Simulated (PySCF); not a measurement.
# C$_{4}$H$_{6}$N$_{2}$: full NMR table

- Formula: C4H6N2
- SMILES: Cn1cccn1
- Point group of the computed structure: C1
- Degrees of unsaturation: 3
- Carbon signals: 4
- Proton signals: 4

Atom-mapped SMILES (the numbers label the heavy atoms): `[CH3:1][n:2]1[cH:3][cH:4][cH:5][n:6]1`; H(Xn) means a hydrogen on atom n.

- geometry from PBE0-D3(BJ)/def2-TZVP
- GIAO B97-2/pcSseg-2 shieldings
- code: PySCF 2.14
- one computed conformer, gas phase, relativity neglected, one averaged value for each set of equivalent atoms

Scale: $^{1}$H (σ = 31.64 ppm) and $^{13}$C (σ = 185.38 ppm) vs TMS; $^{15}$N (σ = 261.75 ppm) against NH3 (reference shieldings calculated alike).

```tsv
carbon	δC, type	δH (multiplicity)	HMBC from (2–3 bonds)	span of the C tensor (ppm)
C1	40.9, CH3	3.92 (s)	H(C3)	68
C3	132.6, CH	7.44 (m)	H(C5), H(C4), H(C1)	163
C4	112.9, CH	6.50 (m)	H(C5), H(C3)	163
C5	143.9, CH	7.53 (m)	H(C3), H(C4)	177
```

Other nuclei:
```tsv
atoms	nucleus	environment	δ (ppm)	σ (ppm)
N6	$^{15}$N	pyridine-type nitrogen of an azole	346.6	-84.8
N2	$^{15}$N	pyrrole-type ring nitrogen	225.1	36.6
```

Carbon types of the structure: 3 × CH, 1 × CH3, which accounts for all hydrogens. δC 143.9, 132.6: aromatic CH next to a ring nitrogen. δC 112.9: aromatic CH. δC 40.9: methyl carbon bonded to N; the inductive effect lowers its shielding. δH 7.53, 7.44: hydrogen on an aromatic CH next to a ring nitrogen; ring-current deshielding. δH 6.50: hydrogen on an aromatic CH; ring-current deshielding.

Shifts are as computed. Against solution values, carbons near 30 ppm lie about +3 ppm off and those near 130 ppm about +7 ppm. Of 1211 compounds with measured shifts, 218 miss one by over three times the rms of a fit or turn the order of signals round; such compounds aren't used in these exercises. Experimental scales use liquid or dissolved standards, which lie at an offset from isolated NH3 (liquid NH3: subtract about 20 ppm). Unscaled 15N shifts of sp2 nitrogen come out 20 to 40 ppm too high even then. No couplings were computed; multiplicities are counted from neighbouring protons, with m where these are inequivalent, close in shift, in a saturated or five-membered ring or joined by F or P, and br s for small geminal =CH2 splittings.
